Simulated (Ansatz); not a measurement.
Born–Oppenheimer molecular dynamics of H$_{4}$Si (5 atoms, charge 0, multiplicity 1). It starts at the highest image of a converged band, a first-order saddle point between two minima.

All numbers below come from RKS CAM-B3LYP/def2-SVP (Ansatz).

```yaml
ensemble: NVE (velocity Verlet)
time_step: 0.5 fs
steps_asked: 200
starting_velocities_drawn_for: 100 K
seed: 10316
```

First frame:

```xyz
5
Properties=species:S:1:pos:R:3
Si 0.234 0.000 -0.473
H 0.594 0.000 1.135
H 1.474 0.000 0.424
H -0.548 1.217 -0.116
H -0.548 -1.217 -0.116
```

Problem. How far do the bonds stretch over the last three quarters of this one trajectory? (Pairs bonded in most of those frames.)

Solution. 
```csv
bond,mean (Å),spread (Å),shortest,longest
Si1–H2,1.515,0.063,1.41,1.67
Si1–H3,1.543,0.130,1.30,1.77
Si1–H4,1.524,0.090,1.34,1.72
Si1–H5,1.516,0.065,1.38,1.67
```

Mean temperature of the second half: 2913 K. The conserved energy stayed within 1.5 meV per atom of its start (net change -0.41 meV per atom), so the integration is sound. The system heated up, since it started high on the potential surface and ran downhill. A run of 0.1 ps of so small a system gives no equilibrium averages. The orbitals stay closed-shell, which can raise the energy where a bond breaks towards radicals; this wasn't checked here.

The run took 95 s on 1 thread of Intel(R) Xeon(R) Platinum 8488C (Sapphire Rapids), with other jobs on the host, peak memory 0.1 GiB.
